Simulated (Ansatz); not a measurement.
# C2H4N− (SMILES [CH2-]C=N): functionals against CCSD(T) at one geometry

A test off equilibrium: a structure displaced at random from a GFN2-xTB minimum is computed at several levels, and each is set against CCSD(T).

Computed with Ansatz 0.2.0, Gaussian basis. Level: single points in def2-TZVPPD.

Cores are frozen in the correlated methods. B3LYP uses VWN-RPA correlation.

## Step 1: Starting geometry

7 atoms, charge -1, spin multiplicity 1.

Atoms are counted from 1 here; the program's logs count them from 0.

Bond lengths: C1–C2 1.394 Å, C1–H4 1.135 Å, C1–H5 1.137 Å, C2–N3 1.383 Å, C2–H6 1.149 Å, N3–H7 1.067 Å. Angles: C2–C1–H4 123.8°, C2–C1–H5 121.4°, H4–C1–H5 114.8°, C1–C2–N3 126.7°, C1–C2–H6 113.2°, N3–C2–H6 120.1°, C2–N3–H7 111.6°.

As a file:

```xyz
7

C    -0.9210    0.3104   -0.4668
C     0.2866    0.0542    0.1805
N     0.9238   -1.1690    0.2884
H    -1.5401   -0.4864   -0.9857
H    -1.3596    1.3589   -0.5096
H     0.7503    0.9898    0.6606
H     1.8367   -1.0893    0.8356
```

## Step 2: CCSD(T)/def2-TZVPPD

File run/in.yaml:

```yaml
crystal:
  periodic: [false, false, false]
  atoms:
    - {symbol: C, position_ang: [-0.921000, 0.310400, -0.466800]}
    - {symbol: C, position_ang: [0.286600, 0.054200, 0.180500]}
    - {symbol: N, position_ang: [0.923800, -1.169000, 0.288400]}
    - {symbol: H, position_ang: [-1.540100, -0.486400, -0.985700]}
    - {symbol: H, position_ang: [-1.359600, 1.358900, -0.509600]}
    - {symbol: H, position_ang: [0.750300, 0.989800, 0.660600]}
    - {symbol: H, position_ang: [1.836700, -1.089300, 0.835600]}
basis:
  gaussian: {orbitals: "def2-TZVPPD.json"}
total_charge: -1
correlation: {method: ccsd_t}
output: {forces: true}
```

The basis file named in the input lies beside it (Basis Set Exchange, JSON).

No record of the launch command was kept for these runs.

## Step 3: PBE0-D4/def2-TZVPPD

Changes to run/in.yaml since step 2:

```diff
@@ -13,3 +13,3 @@
 total_charge: -1
-correlation: {method: ccsd_t}
-output: {forces: true}
+hamiltonian: {xc: pbe0, dispersion: d4}
+output: {forces: true, orbitals: {seedname: orbitals}}
```

## Step 4: wB97M-V/def2-TZVPPD

Changes to run/in.yaml since step 3:

```diff
@@ -13,3 +13,3 @@
 total_charge: -1
-hamiltonian: {xc: pbe0, dispersion: d4}
-output: {forces: true, orbitals: {seedname: orbitals}}
+hamiltonian: {xc: {name: wB97M-V}}
+output: {forces: true}
```

## Step 5: r2SCAN-D4/def2-TZVPPD

Changes to run/in.yaml since step 4:

```diff
@@ -13,3 +13,3 @@
 total_charge: -1
-hamiltonian: {xc: {name: wB97M-V}}
+hamiltonian: {xc: r2scan, dispersion: d4}
 output: {forces: true}
```

## Step 6: PBE-D4/def2-TZVPPD

Changes to run/in.yaml since step 5:

```diff
@@ -13,3 +13,3 @@
 total_charge: -1
-hamiltonian: {xc: r2scan, dispersion: d4}
+hamiltonian: {xc: pbe, dispersion: d4}
 output: {forces: true}
```

## Step 7: B3LYP-D4/def2-TZVPPD

Changes to run/in.yaml since step 6:

```diff
@@ -13,3 +13,3 @@
 total_charge: -1
-hamiltonian: {xc: pbe, dispersion: d4}
+hamiltonian: {xc: {name: B3LYP}, dispersion: d4}
 output: {forces: true}
```

## Step 8: r2SCAN0-D4/def2-TZVPPD

Changes to run/in.yaml since step 7:

```diff
@@ -13,3 +13,3 @@
 total_charge: -1
-hamiltonian: {xc: {name: B3LYP}, dispersion: d4}
+hamiltonian: {xc: {name: r2SCAN0}, dispersion: d4}
 output: {forces: true}
```

(Steps that only read results are left out.)

What does the calculation give? Wanted: RMS force component; RMS force error; HOMO and LUMO, PBE0-D4; T1 diagnostic.

**Answer**, as computed:

| quantity | value |
| --- | --- |
| RMS force component | 0.712 to 0.947 eV/Å over the methods |
| RMS force error | PBE0-D4 0.225, wB97M-V 0.198, r2SCAN-D4 0.145, PBE-D4 0.164, B3LYP-D4 0.161, r2SCAN0-D4 0.270 eV/Å |
| HOMO and LUMO, PBE0-D4 | 0.86 and 4.60 eV |
| T1 diagnostic | 0.017 |

For forces r2SCAN-D4 does best and r2SCAN0-D4 worst. Frozen-core CCSD(T) forces in triple zeta carry basis errors of their own, and this is one geometry, so small gaps rank nothing.
